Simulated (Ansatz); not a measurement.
Consider the atomization: `FC(F)(F)C(F)(F)F` → 2 C• + 6 F•.

Isolated molecules relaxed with PBE0-D4/def2-TZVP in Ansatz; ΔE leaves out vibrations. CBS: MP2 limit from def2 TZ/QZ plus the TZ coupled-cluster correction, frozen cores. This one scheme is used for every species, atoms too. DFT in def2-TZVPP. No spin–orbit coupling; open shells (•) take unrestricted orbitals. Spin–orbit coupling would lower the free atoms: a little for C, F.

`FC(F)(F)C(F)(F)F`:

Cartesian coordinates in Å:
```
F -0.612 1.503 0.645
C -0.303 0.215 0.680
F 0.575 0.006 1.650
F -1.399 -0.488 0.926
C 0.303 -0.215 -0.680
F 1.400 0.487 -0.925
F 0.611 -1.504 -0.646
F -0.574 -0.004 -1.650
```

Problem. What is ΔE at CCSD(T)/CBS? (Best estimate.)

Solution. Ansatz gave: +34.23 eV.

Problem. What do these levels give: PBE-D4, PBE0-D4, r2SCANh-D4, r2SCAN0-D4, B2PLYP, revPBE, HF/def2-TZVPP, MP2/def2-TZVPP, CCSD/def2-TZVPP, MP2/def2-QZVPP, SCS-MP2/def2-QZVPP, CCSD/CBS(def2)? (Best estimate.)

Solution. Computed: PBE-D4 36.34, PBE0-D4 34.57, r2SCANh-D4 34.11, r2SCAN0-D4 33.25, B2PLYP 33.78, revPBE 34.03, HF/def2-TZVPP 22.47, MP2/def2-TZVPP 35.27, CCSD/def2-TZVPP 32.31, MP2/def2-QZVPP 35.89, SCS-MP2/def2-QZVPP 34.57, CCSD/CBS(def2) 33.35 eV.

Largest T1 diagnostic among the species: 0.012.

From BLYP to BHLYP (50 % exact exchange), in def2-TZVPP and without D4, ΔE moves by −2.68 eV: exact exchange takes away binding that semilocal exchange gives to molecules. At CCSD(T), def2-SVP lies −1.59 eV from the extrapolated value and def2-TZVPP −1.04 eV: correlation converges slowly with the basis, and small sets miss more of it in the bonded molecule than in its fragments. The D4 term adds +0.25 eV with B3LYP and +0.13 eV with PBE0; it sums over pairs of atoms, weighted by their polarisabilities, and B3LYP, whose exchange is more repulsive, gets the larger term.

B3LYP here is the variant with VWN-RPA as its local correlation; programs differ in this.

For atomizations the MP2-based limit and the directly extrapolated one differ by several kJ/mol either way, and by 10 to 25 for some Ge, Se and Sn compounds, so smaller differences from it don't rank the levels.
